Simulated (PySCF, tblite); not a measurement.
# Complex of formaldehyde and acetylene

A gas-phase complex of formaldehyde and acetylene; neutral, singlet. The structure comes from a short search (6 tight-binding starts) and was relaxed by PBE0-D3(BJ)/def2-TZVPD; another way of binding may lie lower. No frequency run checks that it is a minimum.

Parts: 1 = formaldehyde (C=O), atoms 1–4; 2 = acetylene (C#C), atoms 5–8.

```csv
atom,part,x (Å),y (Å),z (Å)
C1,1,0.125,0.001,-0.035
O2,1,1.120,-0.217,-0.666
H3,1,-0.286,-0.742,0.675
H4,1,-0.427,0.956,-0.131
C5,2,0.901,-3.660,1.797
C6,2,1.337,-2.943,0.942
H7,2,0.520,-4.303,2.555
H8,2,1.703,-2.280,0.186
```

Contacts between parts, classed by geometry: H8···O2 2.307 Å (C–H hydrogen bond, 137°).

Interaction energies are complex less parts, with the parts frozen as they stand in it; counterpoise-corrected, in kcal/mol (PySCF). The CCSD(T) estimate is Hartree-Fock/aug-cc-pVQZ, plus the MP2 correlation part extrapolated as X⁻³ from aug-cc-pVTZ and aug-cc-pVQZ, plus CCSD(T) less MP2 in aug-cc-pVDZ; noble-gas cores are frozen. It isn't the exact limit.

```json
{"level": "Hartree-Fock/aug-cc-pVQZ", "interaction": "-1.44", "superposition error removed": "-"}
{"level": "wB97M-D3(BJ)/def2-TZVPD", "interaction": "-3.19", "superposition error removed": "-0.05"}
{"level": "PBE0-D3(BJ)/def2-TZVPD", "interaction": "-3.23", "superposition error removed": "-0.04"}
{"level": "MP2/aug-cc-pVQZ", "interaction": "-3.04", "superposition error removed": "-0.19"}
```

**Question.** What does CCSD(T) at its estimated basis limit give, and which of these levels comes nearest?

**Answer.** -3.05 kcal/mol. MP2/aug-cc-pVQZ is nearest, off by +0.02; the errors are Hartree-Fock/aug-cc-pVQZ +1.62, wB97M-D3(BJ)/def2-TZVPD -0.14, PBE0-D3(BJ)/def2-TZVPD -0.18, MP2/aug-cc-pVQZ +0.02.

**Question.** What holds them together? Decompose the wB97M-D3(BJ)/def2-TZVPD energy: frozen parts, their antisymmetrised product, then relaxation.

**Answer.** electrostatic -4.4, Pauli repulsion +3.7, orbital relaxation -1.4, dispersion correction -1.1 kcal/mol, which sum to the value before the counterpoise correction; the Pauli term holds the exchange-correlation of the frozen density too. Of the attraction, 64 % is electrostatic, 20 % is orbital relaxation, 16 % is dispersion correction.

The parts were also relaxed and run alone, at the levels used for the complex: shieldings by PBE0/pcSseg-2.

**Question.** How do these values change when the complex forms?

**Answer.** 
```tsv
property	alone	in the complex	change
C6–H8 bond (Å)	1.065	1.070	+0.005
shielding of H8 (ppm)	30.26	28.84	-1.42
shielding of O2 (ppm)	-447.1	-423.4	+23.7
shielding of C6 (ppm)	108.7	106.1	-2.6
```
